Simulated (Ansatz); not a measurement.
C3H5NO (`C=CC(N)=O`), relaxed with RKS PBE-D4/def2-SVP in Ansatz 0.2.0 from a rough embedded geometry. The force threshold is 0.03 eV/Å; the program also tests the step.

Total charge 0; spin multiplicity 1.

Start:

```xyz
10

C    -1.746    0.494   -0.122
C    -0.632   -0.229   -0.190
C     0.687    0.331    0.261
N     1.728   -0.611    0.001
O     0.854    1.421    0.720
H    -2.708    0.105   -0.353
H    -1.713    1.481    0.350
H    -0.661   -1.269   -0.623
H     2.593   -0.248    0.320
H     1.597   -1.475   -0.362
```

| step | energy (eV) | largest force (eV/Å) | largest move (Å) |
| --- | --- | --- | --- |
| 1 | -6716.1603 | 5.448 | 0.000 |
| 2 | -6716.4066 | 1.827 | 0.134 |
| 3 | -6716.4957 | 0.802 | 0.110 |
| 4 | -6716.5257 | 0.470 | 0.020 |
| 5 | -6716.5394 | 0.111 | 0.027 |
| 6 | -6716.5397 | 0.047 | 0.005 |
| 7 | -6716.5397 | 0.010 | 0.002 |

End:

```xyz
10

C    -1.761    0.490   -0.075
C    -0.649   -0.253   -0.206
C     0.681    0.296    0.230
N     1.737   -0.561    0.037
O     0.819    1.416    0.716
H    -2.751    0.121   -0.382
H    -1.677    1.502    0.355
H    -0.692   -1.270   -0.633
H     2.667   -0.249    0.316
H     1.625   -1.493   -0.358
```

It took 8 s on 4 threads of an Arm Neoverse V1 on a shared host, with 0.18 GiB of host memory at the peak.
